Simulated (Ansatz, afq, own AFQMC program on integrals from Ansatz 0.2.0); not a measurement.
Two steps: Ansatz 0.2.0 writes the Fock matrix and Cholesky factors of the valence space, and afq projects on them the lowest state that overlaps trial and start.

```yaml
crystal:
  periodic: [false, false, false]
  atoms:
    - {symbol: O, position_ang: [0.000000, 0.001105, 0.695061]}
    - {symbol: C, position_ang: [0.000000, 0.009438, -0.660775]}
    - {symbol: H, position_ang: [0.868643, -0.569422, -1.021453]}
    - {symbol: H, position_ang: [0.000000, 1.008845, -1.116196]}
    - {symbol: H, position_ang: [-0.868643, -0.569422, -1.021453]}
basis:
  gaussian: {orbitals: cc-pVDZ}
total_charge: 1
magnetization: {spin_polarized: false, initial_magnetization: 2}
correlation: {method: ccsd_t, electrons: outside_noble_gas, hamiltonian_folder: ham}
```

```sh
$ ansatz run in.yaml --threads 1 --pin off --events-out ev --progress --plain --max-ram 1382MiB
```

Options of the walk:

```
--method phaseless --trial cisd --walkers 60 --populations 1 --least-time 40 --time-step 0.005 --steps-per-block 50 --equilibration-blocks 28 --max-blocks 300 --target-error 0.00042 --factor-cut 1e-05 --start spin_pure --seed 8247 --release-times 0.24,0.5,1,1.5 --release-step 0.02 --release-every 4 --taylor-order 6
```

Times are imaginary, in 1/Eh. The walk had a cap of 1833 s.

afq prints:

```
orbitals 41  electrons 7 5  factors 322 of 386
reference energy -114.06328541 Eh
CCSD correlation -0.30485960 Eh in 12 cycles, weight of the determinant in the CISD state 0.8602
energy of the start -114.368144 Eh
 block  time / (1/Eh)  mean weight  energy / Eh
     1     0.250  1.0038  -114.364945
     2     0.500  0.9979  -114.371132
     3     0.750  0.9985  -114.373868
     4     1.000  1.0023  -114.370751
     5     1.250  1.0001  -114.372983
     8     2.000  1.0023  -114.374954
    11     2.750  0.9999  -114.376227
    26     6.500  1.0004  -114.381843
    41    10.250  1.0021  -114.369403
    56    14.000  0.9994  -114.375987
    61    15.250  1.0033  -114.368663
    71    17.750  1.0006  -114.378252
    86    21.500  1.0021  -114.376287
    91    22.750  0.9982  -114.387838
   101    25.250  1.0045  -114.375016
   116    29.000  0.9974  -114.375710
   131    32.750  0.9984  -114.378246
   146    36.500  1.0024  -114.372965
   161    40.250  0.9981  -114.377473
   176    44.000  1.0012  -114.374075
   191    47.750  1.0001  -114.380316
   206    51.500  0.9993  -114.372767
   221    55.250  1.0020  -114.380018
   226    56.500  0.9995  -114.383796
blocks merged  error / Eh  count
     1  0.000321  200
     2  0.000374  100
     4  0.000400  50
     8  0.000415  25
    16  0.000341  12
released: time / (1/Eh)  energy / Eh  error  mean overlap
  0.24  -114.376622  0.000682  0.9936
  0.50  -114.378215  0.000906  0.9828
  1.00  -114.377881  0.001089  0.9764
  1.50  -114.377596  0.001243  0.9562
energy -114.376242 +/- 0.000415 Eh
(rows thinned)
```

The run passed its tests (sampling time, drift between the halves within three errors, error under three times the target), which doesn't prove that it has relaxed.

Against this walk (error 11.3 meV) on the same determinant: CCSD(T) 3.9 meV higher (within the noise). The error is statistical and leaves out the bias of the constraint. None of these is a sure reference here. The released energies are too noisy to show the bias of the constraint.

Cautions: constraint bias not in the error; higher spins were not checked; raised T1 diagnostic (T1 0.047, weight of the determinant 0.86, largest double 0.04); the bias of populations of 60 walkers isn't removed.

The walk took 6.2 min on 1 thread of Intel(R) Xeon(R) 6975P-C (Granite Rapids), with other jobs on the host. The log's last line is the phaseless energy.

A walk keeps the symmetry of its determinant, which the program's search chose and which needn't be the lowest solution, so a lower state of the same spin and another symmetry isn't excluded.
